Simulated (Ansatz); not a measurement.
**Stretching singlet MgS**

The Mg–S distance is varied.

Basis set: def2-SVP (spherical functions). Charge 0, multiplicity 1.

Computed with Ansatz (development build ahead of 0.2.0), each point on the determinant that the search for low states chose. Each curve is measured from its own lowest point listed.

```
r(Mg–S) (Å)  PBE0 (unrestricted) (eV)
      2.140                     0.000
      2.568                     0.302
      2.996                     0.997
      3.424                     1.638
      3.852                     2.033
      4.280                     2.245
      4.922                     2.388
      5.564                     2.440
      6.420                     2.459
```

Problem. Give the UHF curve at the same distances.

Solution. (r (Å), E (eV)): (2.140, 0.130), (2.568, 0.000), (2.996, 0.788), (3.424, 1.436), (3.852, 1.635), (4.280, 1.683), (4.922, 1.684), (5.564, 1.693), (6.420, 1.703)

Problem. Where does unrestricted Hartree–Fock leave the restricted solution?

Solution. Between 2.036 and 2.140 Å; <S²> reaches 1.02 at 6.42 Å.

Caution at some points: the unrestricted determinant is a mixture of spin states; another spin multiplicity may lie lower. Caution for PBE0 (unrestricted) at some points: charge can spread falsely over distant fragments.
